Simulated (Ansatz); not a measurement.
Input file:

```yaml
crystal:
  periodic: [false, false, false]
  atoms:
    - {symbol: O, position_ang: [0.000000, 0.000000, 0.000000]}
    - {symbol: H, position_ang: [0.000000, 0.000000, 1.246000]}
basis:
  gaussian: {orbitals: aug-cc-pVDZ, occupation: {up: {"A1": 3, "B1": 1}, down: {"A1": 3, "B1": 1}}}
total_charge: 1
correlation: {method: fci, electrons: outside_noble_gas}
```

```sh
$ ansatz run in.yaml --threads 1 --pin off --events-out ev --progress --plain --max-ram 2393MiB
```

The program prints:

```
485 factors; integrals over basis functions are off by at most 2.4e-7 eV
mean field evaluation 1: about -2035.1867 eV, gradient 2.0e1 eV
mean field evaluation 2: about -2036.0510 eV, gradient 5.9e-1 eV
mean field evaluation 4: about -2036.0518 eV, gradient 1.9e-2 eV
mean field evaluation 8: about -2036.0518 eV, gradient 1.6e-6 eV
mean field -2036.05184904 eV, -74.8235253667 hartree, gradient 1.6e-6 eV, S^2 0.000000; 0 other end points of the search recorded, 0 dependent functions left out; unrestricted orbitals would lower it
mean field evaluation 16: about -2038.5593 eV, gradient 1.5e0 eV
unrestricted determinant -2038.64345679 eV, -74.9187651950 hartree, S^2 1.0075
1 core orbitals not correlated: weight in the atoms' cores, before any rotation towards them, 1.000 or more for the frozen orbitals, at most 0.000 for the correlated occupied ones
reference -2036.05184904 eV, -74.8235253667 hartree; 3, 3 occupied and 28, 28 virtual orbitals, 485 factors
state -2041.23825147 eV, -75.0141221404 hartree
Total energy: -2041.23825147 eV, -75.0141221404 hartree
```

Ran on 1 thread of Arm Neoverse V1, shared host: 12 s wall, 0.43 GiB peak host memory.
